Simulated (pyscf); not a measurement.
This saddle point was located with ωB97X-D3(BJ)/def2-SVP in PySCF.

```
B
O 1 1.3913
H 2 0.9588 1 109.69
O 1 1.3913 2 109.65 3 179.91
H 4 0.9588 1 109.70 2 -179.99
H 1 2.2447 2 123.20 3 22.69
N 6 1.0814 1 119.00 2 -102.92
H 7 1.0278 6 113.81 1 -112.65
H 7 1.0281 8 112.80 6 132.74
H 7 1.0818 8 113.86 9 132.87
```
Charge 0, spin multiplicity 1.

Surface: singlet, charge 0. Lowest wavenumbers (cm⁻¹): 1016i, 115, 128, 207, 267.

Q: Which two sides does it connect, and which bonds change?

A: HO–BH–OH (SMILES OBO) + NH₃ (SMILES N) <-> HO–BH–OH (SMILES OBO) + NH₃ (SMILES N), a four-centre exchange read from left to right: B–H, H–N broken and B–H, H–N formed. At ωB97M-D3(BJ)/def2-TZVP it lies +3.53 eV from the left side and +3.53 eV from the right (each side as separated species at their lowest minima found). The reactants may also form a dative adduct at HO–BH–OH; it and routes through it were not searched. The products may also form a dative adduct at HO–BH–OH; it and routes through it were not searched. The same reactants have a lower exit, to H₂O + H₂N–BH–OH (barrier +1.13 eV at ωB97M-D3(BJ)/def2-TZVP, against +3.53 eV here). One saddle was located; it need not be the lowest between these sides.
